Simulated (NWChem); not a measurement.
CHO cation

```xyz
3

C      0.0000     0.0000    -0.5086
O      0.0000     0.0000     0.5958
H      0.0000     0.0000    -1.6198
```
Atoms are numbered in this order, from 1.

Program: NWChem. Pople sets run with spherical d functions. STO-3G and 3-21G are far too small for this property and stand as cheap habits. Coordinates come from a PBE0/def2-SVP optimisation. Vertical excitations in the gas phase; the lowest state need not have the same character in each row.

```tsv
level	basis functions	lowest excitation, singlet (eV)	oscillator strength of that lowest state	orbital gap (eV)	relative time
CAM-B3LYP/3-21G, TDA	20	9.72	0.000	15.94	1
CAM-B3LYP/6-31G*, TDA	30	9.52	0.000	15.70	2
CAM-B3LYP/6-31+G*, TDA	38	9.49	0.000	15.62	4
CAM-B3LYP/def2-SVP, TDA	33	9.52	0.000	15.68	3
CAM-B3LYP/def2-SVPD, TDA	51	9.46	0.000	15.56	8
CAM-B3LYP/def2-TZVP, TDA	68	9.46	0.000	15.56	20
CAM-B3LYP/aug-cc-pVDZ, TDA	55	9.44	0.000	15.51	10
CAM-B3LYP/def2-TZVPD, TDA	86	9.44	0.000	15.52	50
```

Times are rough ratios from one shared machine.
